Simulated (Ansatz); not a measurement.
Stepwise reaction of `[SiH2]` with hydrogen fluoride, as a gas-phase model of exchange steps in deposition or etching. ΔE in kJ/mol; ΔG adds harmonic PBE0-D4 terms to CCSD(T)/CBS, at 1 bar.

Gas-phase electronic energies from Ansatz, PBE0-D4/def2-TZVP geometries. CBS: MP2 limit from def2 TZ/QZ plus the TZ coupled-cluster correction, frozen cores. This one scheme is used for every species. DFT in def2-TZVPP. B3LYP here is the variant with VWN-RPA as its local correlation; programs differ in this.

| step | reaction | PBE-D4 | B3LYP-D4 | ωB97M-V | CCSD(T)/CBS | ΔG(500 K) |
| --- | --- | --- | --- | --- | --- | --- |
| 2 | `F[SiH]` + H–F → `F[Si]F` + H₂ | -192.9 | -197.0 | -199.9 | -191.3 | -186.2 |

**Question.** Give the row of step 1, `[SiH2]` + H–F → `F[SiH]` + H₂. (An estimate is asked.)

**Answer.** The calculation gave: 
```tsv
step	reaction	PBE-D4	B3LYP-D4	ωB97M-V	CCSD(T)/CBS	ΔG(500 K)
1	`[SiH2]` + H–F → `F[SiH]` + H₂	-142.3	-147.0	-147.4	-140.0	-141.2
```

**Question.** By hand: ΔE of the 2 steps together at CCSD(T)/CBS.

**Answer.** (-140.0) + (-191.3) = -331.3 kJ/mol, or -165.7 kJ/mol a step.

In ΔE each step is lower than the one before. All are downhill at CCSD(T)/CBS. ΔG lies between -186.2 and -141.2 kJ/mol a step. PBE-D4 differs from CCSD(T)/CBS by -2.3 to -1.6 kJ/mol a step. Isolated molecules leave out the surface, adducts and barriers. Largest T1 diagnostic: 0.015.
